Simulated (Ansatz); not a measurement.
Consider the ligand exchange at the Al–O bond: `[AlH2][O][SiH3]` + CH₃SH → `C[S][AlH2]` + silanol.

Isolated molecules relaxed with PBE0-D4/def2-TZVP in Ansatz; ΔE leaves out vibrations. CCSD(T)/CBS is the MP2 limit (def2-TZVPP, def2-QZVPP) plus CCSD(T) − MP2 in def2-TZVPP, frozen cores. This one scheme is used for every species. DFT in def2-TZVPP. B3LYP here is the variant with VWN-RPA as its local correlation; programs differ in this.

(1) Is it downhill or uphill in electronic energy at CCSD(T)/CBS, and by how much? (An estimate is asked.)

(2) What do these levels give: PBE-D4, BLYP-D4, B3LYP-D4, r2SCAN0-D4, ωB97M-V, PBE0, BHLYP, CAM-B3LYP, CCSD(T)/def2-SVP, HF/def2-TZVPP, CCSD/def2-TZVPP, SCS-MP2/def2-QZVPP? (An estimate is asked.)

Largest T1 diagnostic among the species: 0.012.

Results:

(1) The calculation gave: Uphill: ΔE = +49.0 kJ/mol.

(2) The calculation gave: PBE-D4 35.5, BLYP-D4 50.5, B3LYP-D4 53.2, r2SCAN0-D4 47.6, ωB97M-V 50.1, PBE0 40.7, BHLYP 60.1, CAM-B3LYP 59.5, CCSD(T)/def2-SVP 57.6, HF/def2-TZVPP 67.0, CCSD/def2-TZVPP 56.0, SCS-MP2/def2-QZVPP 55.8 kJ/mol.

Leaving LDA and LC-ωPBE aside and taking each functional with its dispersion term where it has one, the values, not all of them listed here, spread over 23.3 kJ/mol, from revPBE-D4 to CAM-B3LYP-D4. At CCSD(T), def2-SVP lies +8.6 kJ/mol from the extrapolated value and def2-TZVPP +3.2 kJ/mol.
